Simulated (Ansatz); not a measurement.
Input file:

```yaml
crystal:
  periodic: [false, false, false]
  atoms:
    - {symbol: C, position_ang: [0.000000, 0.000000, 0.000000]}
    - {symbol: H, position_ang: [1.120418, 1.123939, 1.122533]}
    - {symbol: H, position_ang: [-1.126740, -1.118089, 1.122046]}
    - {symbol: H, position_ang: [-1.117844, 1.120647, -1.128375]}
    - {symbol: H, position_ang: [1.124167, -1.126497, -1.116203]}
basis:
  gaussian: {orbitals: 6-31G}
magnetization: {spin_polarized: true, initial_magnetization: 0}
correlation: {method: ccsdtq, electrons: outside_noble_gas}
```

```sh
$ ansatz run in.yaml --threads 1 --pin off --events-out ev --progress --plain --max-ram 2393MiB
```

Log:

```
400 factors; integrals over basis functions are off by at most 2.2e-8 eV
mean field evaluation 1: about -1077.1875 eV, gradient 5.6e0 eV
mean field evaluation 2: about -1077.1872 eV, gradient 5.6e0 eV
mean field evaluation 4: about -1077.5278 eV, gradient 8.7e-1 eV
mean field evaluation 8: about -1077.5426 eV, gradient 2.4e-6 eV
mean field evaluation 16: about -1080.0962 eV, gradient 2.5e0 eV
mean field evaluation 32: about -1079.6575 eV, gradient 1.8e-4 eV
mean field evaluation 64: about -1077.5426 eV, gradient 1.3e-3 eV
mean field evaluation 96: about -1080.0295 eV, gradient 2.2e0 eV
mean field evaluation 128: about -1079.6376 eV, gradient 2.1e0 eV
mean field evaluation 160: about -1079.4898 eV, gradient 5.0e-3 eV
...
mean field -1080.38189472 eV, -39.7033023217 hartree, gradient 2.4e-6 eV, S^2 2.268039; 14 other end points of the search recorded, 0 dependent functions left out
determinant -1080.38189472 eV, -39.7033023217 hartree, with singles and doubles -1083.77555806 eV, -39.8280171491 hartree
determinant -1079.99365891 eV, -39.6890349188 hartree, with singles and doubles -1083.96746152 eV, -39.8350694714 hartree
determinant -1079.65745797 eV, -39.6766797623 hartree, with singles and doubles -1084.03432236 eV, -39.8375265620 hartree
determinant -1078.59750514 eV, -39.6377272144 hartree, with singles and doubles -1080.68210717 eV, -39.7143349257 hartree
determinant -1077.60174098 eV, -39.6011335564 hartree, with singles and doubles -1080.84185548 eV, -39.7202055681 hartree
determinant -1080.38189472 eV, -39.7033023217 hartree, with singles and doubles -1083.92154814 eV, -39.8333821856 hartree
determinant -1079.99365891 eV, -39.6890349188 hartree, with singles and doubles -1084.12058125 eV, -39.8406965175 hartree
determinant -1079.65745797 eV, -39.6766797623 hartree, with singles and doubles -1084.01384699 eV, -39.8367741059 hartree
determinant -1078.59750514 eV, -39.6377272144 hartree, with no singles and doubles
determinant -1077.60174098 eV, -39.6011335564 hartree, with singles and doubles -1080.86465848 eV, -39.7210435626 hartree
determinant -1079.48983847 eV, -39.6705198595 hartree, with singles and doubles -1083.88843972 eV, -39.8321654738 hartree
determinant -1079.31692411 eV, -39.6641653737 hartree, with singles and doubles -1083.70281026 eV, -39.8253437170 hartree
determinant -1077.54261105 eV, -39.5989605714 hartree, with singles and doubles -1084.06513003 eV, -39.8386587230 hartree
1 core orbitals not correlated: weight in the atoms' cores, before any rotation towards them, 1.000 or more for the frozen orbitals, at most 0.000 for the correlated occupied ones
reference -1080.38189472 eV, -39.7033023217 hartree; 4, 4 occupied and 12, 12 virtual orbitals, 400 factors
second order -1.21365319 eV of doubles, -0.00000000 eV of singles
...
cycle  25  -4.30144491 eV  change   -2.3e-5 eV  update   1.9e-5
cycle  26  -4.30140395 eV  change    4.1e-5 eV  update   1.5e-5
cycle  27  -4.30136397 eV  change    4.0e-5 eV  update   9.5e-6
cycle  28  -4.30134726 eV  change    1.7e-5 eV  update   5.7e-6
cycle  29  -4.30135166 eV  change   -4.4e-6 eV  update   3.8e-6
cycle  30  -4.30135703 eV  change   -5.4e-6 eV  update   2.5e-6
cycle  31  -4.30136218 eV  change   -5.2e-6 eV  update   1.6e-6
cycle  32  -4.30136411 eV  change   -1.9e-6 eV  update   1.1e-6
cycle  33  -4.30136447 eV  change   -3.6e-7 eV  update   8.0e-7
cycle  34  -4.30136461 eV  change   -1.4e-7 eV  update   5.2e-7
Total energy: -1084.68325932 eV, -39.8613745554 hartree
```

The determinant's ⟨S²⟩ is 2.27 against 0.00 for a pure state. The T1 diagnostic is 0.243, too large for the energy to be relied on.

For the same geometry and basis full CI lies 13.3 meV lower. By full CI's occupations no single determinant describes the state well. RHF is unstable: UHF (⟨S²⟩ = 2.27) lies 2.84 eV below the lowest RHF solution. Higher spins weren't run at this geometry and may lie near or lower.

Ran on 1 thread of Arm Neoverse V2, shared host: 26 s wall, 0.22 GiB peak host memory.
